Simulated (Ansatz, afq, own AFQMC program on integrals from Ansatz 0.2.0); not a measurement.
Integrals from Ansatz 0.2.0, then the random walk in our own AFQMC program (afq).

```yaml
crystal:
  periodic: [false, false, false]
  atoms:
    - {symbol: B, position_ang: [0.000000, 0.000000, 0.000000]}
basis:
  gaussian: {orbitals: 6-31G}
magnetization: {spin_polarized: true, initial_magnetization: 1}
correlation: {method: ccsd_t, electrons: outside_noble_gas, hamiltonian_folder: ham}
```

```sh
$ ansatz run in.yaml --threads 1 --pin off --events-out ev --progress --plain --max-ram 1843MiB
```

Options of the walk:

```
--method phaseless --trial cisd --walkers 200 --populations 1 --least-time 40 --time-step 0.005 --steps-per-block 50 --equilibration-blocks 28 --max-blocks 300 --target-error 0.00021 --factor-cut 1e-05 --start spin_pure --seed 7890 --release-times 0.24,0.51,0.99,1.62,2.4 --release-step 0.03 --release-every 4 --taylor-order 6
```

Times are imaginary, in 1/Eh. The walk had a cap of 337 s.

```
orbitals 8  electrons 2 1  factors 30 of 34
reference energy -24.51949117 Eh
CCSD correlation -0.04185799 Eh in 9 cycles, weight of the determinant in the CISD state 0.9424
energy of the start -24.561349 Eh
 block  time / (1/Eh)  mean weight  energy / Eh
     1     0.250  1.0003  -24.561371
     2     0.500  1.0003  -24.561412
     3     0.750  1.0003  -24.561451
     4     1.000  1.0003  -24.561486
     5     1.250  1.0000  -24.561592
    10     2.500  1.0002  -24.561725
    29     7.250  1.0000  -24.561927
    49    12.250  1.0001  -24.561995
    69    17.250  0.9984  -24.561263
    89    22.250  0.9992  -24.561617
   109    27.250  1.0002  -24.561593
   129    32.250  1.0004  -24.561976
   149    37.250  1.0000  -24.561847
   153    38.250  1.0000  -24.562233
   169    42.250  0.9992  -24.561847
   185    46.250  1.0004  -24.561443
blocks merged  error / Eh  count
     1  0.000017  160
     2  0.000020  80
     4  0.000023  40
     8  0.000026  20
    16  0.000024  10
released: time / (1/Eh)  energy / Eh  error  mean overlap
  0.24  -24.561793  0.000028  1.0012
  0.51  -24.561788  0.000024  1.0032
  0.99  -24.561780  0.000019  1.0061
  1.62  -24.561808  0.000027  1.0150
  2.40  -24.561835  0.000033  1.0139
energy -24.561798 +/- 0.000026 Eh
(rows thinned)
```

Problem. Estimate how long the walk took on 1 thread of Arm Neoverse V1 (shared host).

Solution. 24 s of wall time.

The run passed its tests (sampling time, drift between the halves within three errors, error under three times the target), which doesn't prove that it has relaxed.

Against this walk (error 0.7 meV) on the same determinant: CCSD(T) 3.1 meV higher, full CI 1.5 meV lower. The error is statistical and leaves out the bias of the constraint. Released to 2.40 1/Eh the energy moves by -1.0 ± 1.1 meV (both errors), within twice the noise.

Cautions: constraint bias not in the error.

A walk keeps the symmetry of its determinant, which the program's search chose and which needn't be the lowest solution, so a lower state of the same spin and another symmetry isn't excluded.
